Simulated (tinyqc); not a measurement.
Inside a calculation. Method: Pariser-Parr-Pople SCF with singles CI, for the molecule C=C1C(O)=C1Cl (SMILES; centres numbered as the heavy atoms are written). Computed by tinyqc, a small Python program that keeps every step. Settings: charge = 0, gamma = Ohno, start = huckel, damping = 0.3, iteration cap = 78, excitations kept = 4. Command: `OMP_NUM_THREADS=1 python tinyqc.py 29000 29001 out.jsonl` (the two numbers bound the seeds that draw the settings). One thread of a shared host (Intel(R) Xeon(R) Processor @ 2.60GHz), about 0.03 s of CPU time with the checks. Later iterations appear only in the table of the cycle.

## PPP integrals

Centres (angstrom, eV; a flat drawing with bonds scaled to 1.40 angstrom):
```
centre        x        y  core charge z        W  gamma_rr
1C       2.2080   0.0000              1  11.1600   11.1300
2C       0.8080   0.0000              1  11.1600   11.1300
3C      -0.4040   0.7000              1  11.1600   11.1300
4O      -1.1040   1.9120              2  33.0000   21.5000
5C      -0.4040  -0.7000              1  11.1600   11.1300
6Cl     -1.1040  -1.9120              2  26.0000   13.0000
```

Resonance integrals (eV):
```
i  j     beta
1  2  -2.3900
2  3  -2.3900
3  4  -2.2400
3  5  -2.3900
5  6  -1.5900
5  2  -2.3900
```

Ohno: gamma = 14.399645/sqrt(R^2 + a^2), a = 2 x 14.399645/(gamma_rr + gamma_ss); H_rr = -W_r - sum_(s != r) z_s gamma_rs; H_rs = beta for bonds.

repulsion gamma_rs (eV), order 1C, 2C, 3C, 4O, 5C, 6Cl:
```
[[11.1300, 7.5539, 4.8035, 3.6689, 4.8035, 3.5944],
 [7.5539, 11.1300, 7.5550, 5.0625, 7.5550, 4.8719],
 [4.8035, 7.5550, 11.1300, 8.7024, 7.5539, 4.8716],
 [3.6689, 5.0625, 8.7024, 21.5000, 5.0622, 3.6790],
 [4.8035, 7.5550, 7.5539, 5.0622, 11.1300, 7.8284],
 [3.5944, 4.8719, 4.8716, 3.6790, 7.8284, 13.0000]]
```

core matrix H (eV), order 1C, 2C, 3C, 4O, 5C, 6Cl:
```
[[-42.8474, -2.3900, 0.0000, 0.0000, 0.0000, 0.0000],
 [-2.3900, -53.6925, -2.3900, 0.0000, -2.3900, 0.0000],
 [0.0000, -2.3900, -58.2204, -2.2400, -2.3900, 0.0000],
 [0.0000, 0.0000, -2.2400, -62.8539, 0.0000, 0.0000],
 [0.0000, -2.3900, -2.3900, 0.0000, -56.8536, -1.5900],
 [0.0000, 0.0000, 0.0000, 0.0000, -1.5900, -54.5242]]
```

## Starting guess

pi electrons, sum of z_r less the charge = 8

Orbitals of the Hueckel matrix of the beta values.

P at the start, order 1C, 2C, 3C, 4O, 5C, 6Cl:
```
[[1.5763, 0.6597, -0.2521, 0.1353, -0.3532, 0.1614],
 [0.6597, 0.9710, 0.4333, -0.2363, 0.5149, -0.2350],
 [-0.2521, 0.4333, 0.9789, 0.6283, 0.5377, -0.2537],
 [0.1353, -0.2363, 0.6283, 1.6124, -0.3575, 0.1684],
 [-0.3532, 0.5149, 0.5377, -0.3575, 1.0634, 0.4349],
 [0.1614, -0.2350, -0.2537, 0.1684, 0.4349, 1.7980]]
```

## Iteration 1: Fock matrix

F_rr = H_rr + P_rr gamma_rr / 2 + sum_(s != r) P_ss gamma_rs; F_rs = H_rs - P_rs gamma_rs / 2; E = tr P (H + F) / 2 + core repulsion sum_(r<s) z_r z_s gamma_rs.

F (eV), order 1C, 2C, 3C, 4O, 5C, 6Cl:
```
[[-4.5520, -4.8816, 0.6055, -0.2482, 0.8483, -0.2901],
 [-4.8816, -4.0299, -4.0268, 0.5981, -4.3352, 0.5724],
 [0.6055, -4.0268, -7.0415, -4.9737, -4.4209, 0.6180],
 [-0.2482, 0.5981, -4.9737, -14.3053, 0.9048, -0.3097],
 [0.8483, -4.3352, -4.4209, 0.9048, -6.3959, -3.2922],
 [-0.2901, 0.5724, 0.6180, -0.3097, -3.2922, -13.4151]]
```

pi energy = -135.0714 eV

## Iteration 1: orbitals and new P

Diagonalise F (the basis is taken as orthonormal) and form P = 2 sum c c over the lowest orbitals; 0.3 of the old P is kept.

orbital energies (eV): [-17.5759, -14.9387, -12.4205, -7.2038, -0.4263, 2.8256]

P after iteration 1, order 1C, 2C, 3C, 4O, 5C, 6Cl:
```
[[1.4549, 0.7598, -0.2639, 0.1088, -0.3308, 0.1122],
 [0.7598, 0.9355, 0.3991, -0.1694, 0.4416, -0.1514],
 [-0.2639, 0.3991, 0.9623, 0.4961, 0.6713, -0.2386],
 [0.1088, -0.1694, 0.4961, 1.7540, -0.3323, 0.1220],
 [-0.3308, 0.4416, 0.6713, -0.3323, 1.0202, 0.3455],
 [0.1122, -0.1514, -0.2386, 0.1220, 0.3455, 1.8732]]
```

## Iteration 2: Fock matrix

As before.

F (eV), order 1C, 2C, 3C, 4O, 5C, 6Cl:
```
[[-4.9936, -5.2599, 0.6338, -0.1996, 0.7945, -0.2016],
 [-5.2599, -4.5137, -3.8976, 0.4289, -4.0581, 0.3689],
 [0.6338, -3.8976, -6.7134, -4.3987, -4.9256, 0.5811],
 [-0.1996, 0.4289, -4.3987, -13.4950, 0.8412, -0.2244],
 [0.7945, -4.0581, -4.9256, 0.8412, -6.3082, -2.9423],
 [-0.2016, 0.3689, 0.5811, -0.2244, -2.9423, -13.4344]]
```

pi energy = -136.2180 eV

## Iteration 2: orbitals and new P

As before.

orbital energies (eV): [-16.8817, -14.5482, -12.4746, -7.9241, -0.0709, 2.4412]

P after iteration 2, order 1C, 2C, 3C, 4O, 5C, 6Cl:
```
[[1.3811, 0.8116, -0.2661, 0.0931, -0.3187, 0.0861],
 [0.8116, 0.9323, 0.3728, -0.1337, 0.4009, -0.1091],
 [-0.2661, 0.3728, 0.9543, 0.4316, 0.7377, -0.2206],
 [0.0931, -0.1337, 0.4316, 1.8170, -0.3162, 0.0965],
 [-0.3187, 0.4009, 0.7377, -0.3162, 1.0037, 0.2913],
 [0.0861, -0.1091, -0.2206, 0.0965, 0.2913, 1.9117]]
```

## Iteration 3: Fock matrix

As before.

F (eV), order 1C, 2C, 3C, 4O, 5C, 6Cl:
```
[[-5.1767, -5.4554, 0.6390, -0.1709, 0.7654, -0.1547],
 [-5.4554, -4.7675, -3.7981, 0.3383, -3.9044, 0.2659],
 [0.6390, -3.7981, -6.5256, -4.1182, -5.1764, 0.5373],
 [-0.1709, 0.3383, -4.1182, -13.1164, 0.8004, -0.1775],
 [0.7654, -3.9044, -5.1764, 0.8004, -6.2188, -2.7304],
 [-0.1547, 0.2659, 0.5373, -0.1775, -2.7304, -13.4014]]
```

pi energy = -136.7269 eV

## Iteration 3: orbitals and new P

As before.

orbital energies (eV): [-16.6061, -14.2828, -12.4506, -8.2578, 0.1319, 2.2590]

P after iteration 3, order 1C, 2C, 3C, 4O, 5C, 6Cl:
```
[[1.3373, 0.8385, -0.2653, 0.0837, -0.3115, 0.0716],
 [0.8385, 0.9372, 0.3553, -0.1142, 0.3780, -0.0870],
 [-0.2653, 0.3553, 0.9497, 0.3983, 0.7720, -0.2059],
 [0.0837, -0.1142, 0.3983, 1.8467, -0.3056, 0.0822],
 [-0.3115, 0.3780, 0.7720, -0.3056, 0.9973, 0.2586],
 [0.0716, -0.0870, -0.2059, 0.0822, 0.2586, 1.9317]]
```

## Convergence

Stop when output and input P, before any damping, agree to 1e-7.

Course of the cycle:
```
iteration       E (eV)  largest |P(out) - P(in)|
1          -135.071364                  2.02e-01
2          -136.217966                  1.05e-01
3          -136.726900                  6.25e-02
4          -136.932581                  3.68e-02
5          -137.011957                  2.16e-02
6          -137.041793                  1.27e-02
7          -137.052825                  7.45e-03
8          -137.056859                  4.37e-03
9          -137.058324                  2.57e-03
10         -137.058853                  1.51e-03
11         -137.059044                  8.91e-04
...                ...                       ...
19         -137.059150                  1.50e-05
20         -137.059150                  9.04e-06
21         -137.059150                  5.45e-06
22         -137.059150                  3.29e-06
23         -137.059150                  1.98e-06
24         -137.059150                  1.19e-06
25         -137.059150                  7.20e-07
26         -137.059150                  4.33e-07
27         -137.059150                  2.61e-07
28         -137.059150                  1.57e-07
29         -137.059150                  9.45e-08
```

Converged in 29 iterations.

## Converged orbitals

Charges are z - P_rr.

orbital energies (eV): [-16.3022, -13.9114, -12.3757, -8.5845, 0.3952, 2.0432]

coefficients, order 1C, 2C, 3C, 4O, 5C, 6Cl:
```
[[0.1485, 0.0174, -0.3311, 0.7110, -0.0190, -0.6018],
 [0.3905, 0.0344, -0.4797, 0.3063, 0.0127, 0.7227],
 [0.5491, -0.1528, -0.1344, -0.3576, 0.6871, -0.2391],
 [0.4789, -0.5409, 0.5992, 0.2420, -0.2368, 0.0662],
 [0.4576, 0.2036, -0.2491, -0.4283, -0.6717, -0.2290],
 [0.2919, 0.8008, 0.4702, 0.1755, 0.1418, 0.0394]]
```

pi charges: [-0.2749, 0.0448, 0.0585, 0.1209, 0.0074, 0.0433]

## Singles CI, singlets

Over the 4 single excitations with the smallest orbital gaps: A = (e_a - e_i) delta + 2 (ia|jb) - (ij|ab), with (pq|rs) = sum c_mp c_mq gamma_mn c_nr c_ns. f = 2/3 w |mu|^2 in atomic units, mu = sqrt2 sum c_ia sum_m c_mi c_ma R_m.

singlet CI matrix (eV), order 4>5, 4>6, 3>5, 2>5:
```
[[3.8692, 0.0588, 0.4135, -0.0788],
 [0.0588, 5.6498, 0.0676, -0.3244],
 [0.4135, 0.0676, 7.0746, -0.0224],
 [-0.0788, -0.3244, -0.0224, 8.2285]]
```

singlet excitation energies (eV): [3.8144, 5.6073, 7.1289, 8.2716]

oscillator strengths: [0.1369, 0.7638, 0.5098, 0.0149]

## Singles CI, triplets

Over the 4 single excitations with the smallest orbital gaps: A = (e_a - e_i) delta - (ij|ab), with (pq|rs) = sum c_mp c_mq gamma_mn c_nr c_ns.

triplet CI matrix (eV), order 4>5, 4>6, 3>5, 2>5:
```
[[2.4204, -0.0434, -0.8491, 0.2650],
 [-0.0434, 2.9117, 0.0915, -0.1036],
 [-0.8491, 0.0915, 5.6832, 0.5310],
 [0.2650, -0.1036, 0.5310, 7.4205]]
```

triplet excitation energies (eV): [2.1840, 2.9054, 5.7751, 7.5713]
